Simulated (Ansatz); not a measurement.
White tin (β-Sn), treated with rVV10 (Ansatz, a first-principles code, plane waves, PAW).

Numerical settings: plane-wave cutoff 500 eV, 26×26×26 k mesh, Fermi–Dirac smearing 0.1 eV, scalar-relativistic PAW data made under PBE.

Computed at the level's own relaxed cell.

Q: What does this level give for the equilibrium volume per atom, equilibrium lattice constant a and c axis length?

A: 
- equilibrium volume per atom: 29.47 Å³/atom
- equilibrium lattice constant a: 6.017 Å
- c axis length: 3.255 Å

Measured, for comparison: lattice constant a 5.831 Å, lattice parameter c 3.181 Å (293 K, not corrected to a static lattice; as tabulated in Wikipedia's data pages). Computed (rounded) less measured: lattice constant a +3.2 %, lattice parameter c +2.3 %.

Spin–orbit coupling is not included.

Static lattice: no zero-point or thermal effects.

Cost on a shared machine: very roughly 7 core-minutes.
